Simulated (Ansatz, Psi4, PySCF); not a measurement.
Reaction (SMILES): N[SiH2][SiH2]N + 3 [H][H] (H2) -> 2 N (NH3) + 2 [SiH4] (SiH4)

Property: energy of full hydrogenation (electronic), in kcal/mol. Terms: spin-orbit terms left out; no dispersion term unless named; 6-31G* and kin with 6d, 5d where marked; non-relativistic; frozen cores in correlated levels; LANL2DZ with its own core potentials from Na on. CBS marks a two-point X^-3 extrapolation of the correlation energy; Hartree-Fock from the larger set. First-principles rows: single points at B3LYP-D3(BJ) geometries (Ansatz, an electronic-structure program).

Coupled cluster (Ansatz) is a level with limits of its own, used here on species with T1 under 0.025 (0.045 for open shells) and stable references: CCSD(T)/CBS(cc-pV(T+d)Z,cc-pV(Q+d)Z).

Value to compare with, CCSD(T)/CBS(cc-pV(T+d)Z,cc-pV(Q+d)Z) (Ansatz): 4.8 kcal/mol.

```tsv
level	program	energy of full hydrogenation (electronic) (kcal/mol)	difference
PBE/STO-3G	Ansatz	7.0	2.2
PBE/6-31G*	Ansatz	4.4	-0.4
PBE/def2-SVP	Ansatz	0.5	-4.3
B3LYP/STO-3G	Ansatz	3.6	-1.2
B3LYP/3-21G	Ansatz	16.3	11.5
B3LYP/6-31G	Ansatz	1.1	-3.7
B3LYP/6-31G*	Ansatz	-0.3	-5.1
B3LYP/6-31+G*	Ansatz	-5.1	-9.9
wB97X-D/6-31G*	Psi4	0.7	-4.1
MP2/3-21G	Ansatz	23.1	18.3
MP2/LANL2DZ	Ansatz	6.4	1.6
MP2/6-31G*	Ansatz	9.9	5.1
B3PW91/6-31G* (5d)	PySCF	0.6	-4.2
PBE/def2-TZVPD	Ansatz	1.5	-3.3
wB97X-V/def2-TZVPD	Ansatz	2.2	-2.6
B2PLYP-D3(BJ)/def2-TZVPD	Ansatz + dftd3	3.9	-0.9
```

Among the 13 habitual levels, MP2/3-21G lies farthest from CCSD(T)/CBS(cc-pV(T+d)Z,cc-pV(Q+d)Z) (Ansatz) (18.3 kcal/mol) and PBE/6-31G* nearest (-0.4); 5 of 13 lie above it, and their mean absolute difference is 5.5 kcal/mol, the median 4.2. One case shows no general order.

The levels are drawn from those run, B3LYP/6-31G* more often than the rest, none by its result; left out are runs that failed, that the program found above a lower state of the same kind, or whose <S^2> lies over 0.5 above the pure value.
